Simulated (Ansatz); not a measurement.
# AlH₄+ (singlet): from Hartree-Fock to the top rungs at distance H2–H3 = 1.053 Å, cc-pVDZ

How much of the correlation energy of AlH₄+ (singlet) does each wave-function method recover here?

Program: Ansatz 0.2.0, Gaussian basis. Level of theory: cc-pVDZ, core rule «outside noble gas», up to 5 orbitals frozen. These are calculated values, not measurements.

To be run: UHF; CCSD(T) on RHF; BCCD(T) on RHF; CISD; CCSDT(Q) on RHF; CASSCF and MRCISD+Q, 2 electrons in 2 orbitals; CASSCF and NEVPT2, 2 electrons in 2 orbitals; Full CI.

52 further runs of the same task are left out: 33 for a known fault of the program, 1 for a mislabelled method, 13 that didn't finish, 5 set aside as unsound or not needed.

## (1) The geometry

The geometry derives from a PBE0/def2-TZVP stationary point (not a proven minimum). One bond is set to the value named and the two fragments are kept rigid.

5 atoms, charge 1, spin multiplicity 1.

Atoms are counted from 1 here; the program's logs count them from 0.

Bond lengths: Al1–H4 1.552 Å, Al1–H5 1.552 Å. Angles: H4–Al1–H5 164.0°.

As a file:

```xyz
5
charge 1, multiplicity 1
Al    0.0000   -0.0092   -0.1186
H     0.0000   -0.3940    1.9224
H     0.0000    0.6590    1.9224
H     0.0000    1.5277   -0.3348
H     0.0000   -1.5461   -0.3348
```

## (2) UHF

Contents of in.yaml:

```yaml
crystal:
  periodic: [false, false, false]
  atoms:
    - {symbol: Al, position_ang: [0.000000, -0.009211, -0.118619]}
    - {symbol: H, position_ang: [0.000001, -0.394004, 1.922431]}
    - {symbol: H, position_ang: [-0.000001, 0.658996, 1.922431]}
    - {symbol: H, position_ang: [-0.000002, 1.527724, -0.334770]}
    - {symbol: H, position_ang: [0.000002, -1.546146, -0.334771]}
basis:
  gaussian: {orbitals: cc-pVDZ}
total_charge: 1
magnetization: {spin_polarized: true, initial_magnetization: 0}
hamiltonian: {xc: hf}
output: {orbitals: {seedname: orbitals}}
```

Command:

```sh
> ansatz run in.yaml --threads 1 --pin off --events-out ev --progress --plain --max-ram 2393MiB
```

After this run come: CCSD(T) on RHF; BCCD(T) on RHF; CISD; CCSDT(Q) on RHF; CASSCF and MRCISD+Q, 2 electrons in 2 orbitals; CASSCF and NEVPT2, 2 electrons in 2 orbitals; Full CI.

**Question.** What will the summary of the whole plan be? Wanted: FCI below the RHF energy; RMP2 from FCI; RCCSD from FCI; RCCSD(T) from FCI; RCCSDT(Q) from FCI; NEVPT2 pair from FCI; T1 diagnostic; effectively unpaired electrons.

**Answer**, as computed:

```
                         quantity                                        value
         FCI below the RHF energy                                   -3.0537 eV
                    RMP2 from FCI                              +18.38 kcal/mol
                   RCCSD from FCI                               +0.92 kcal/mol
                RCCSD(T) from FCI                               +0.25 kcal/mol
               RCCSDT(Q) from FCI                               +0.01 kcal/mol
             NEVPT2 pair from FCI                              +15.32 kcal/mol
levels within 1 kcal/mol (43 meV)  RCCSD, RCCSD(T), BCCD(T), RCCSDT, RCCSDT(Q)
                    T1 diagnostic                                        0.010
   effectively unpaired electrons                                         0.05
```

In words: RCCSD(T) misses by +0.25 kcal/mol, 0.4 % of the correlation energy. One determinant dominates. These misses are within one basis, not against nature.
